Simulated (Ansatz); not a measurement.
C6H10, SMILES CCCC1C=C1, a ranking of conformers

Computed with the Ansatz DFT code, driven from Python.

`conformers.py`:
```python
'''Rank force-field conformers of C6H10 by single points.'''

import ansatz as az
from rdkit import Chem
from rdkit.Chem import AllChem


def main() -> None:
    rd = Chem.AddHs(Chem.MolFromSmiles('CCCC1C=C1'))
    ids = list(AllChem.EmbedMultipleConfs(rd, numConfs=20, randomSeed=149, pruneRmsThresh=0.4))
    field = [energy for _, energy in AllChem.MMFFOptimizeMoleculeConfs(rd)]
    distinct = {round(e, 2): i for i, e in zip(ids, field)}
    chosen = sorted(distinct.items())[:3]
    found = []
    for force_field, index in chosen:
        mol = az.Crystal.molecule()
        for atom, xyz in zip(rd.GetAtoms(), rd.GetConformer(index).GetPositions()):
            mol = mol.atom(atom.GetSymbol(), xyz.round(5).tolist())
        setup = mol.calculation()
        setup = setup.basis(gaussian='cc-pVDZ')
        setup = setup.functional('PBE')
        found.append(setup.run().report['free_energy_ev'])
    print('conformer   MMFF (kcal/mol)   this level (kJ/mol)')
    for (force_field, index), e in zip(chosen, found):
        print(f'{index:9d} {force_field - chosen[0][0]:17.2f} {96.485332 * (e - min(found)):17.3f}')


if __name__ == '__main__':
    main()
```

`python conformers.py` gives:
```text
conformer   MMFF (kcal/mol)   this level (kJ/mol)
        1              0.00             0.000
        6              0.01             2.708
        5              0.14             2.793
```

The conformers keep their force-field geometries. It ran for 16 s on 1 thread of Arm Neoverse V1, on a shared host, peak memory 0.3 GiB.
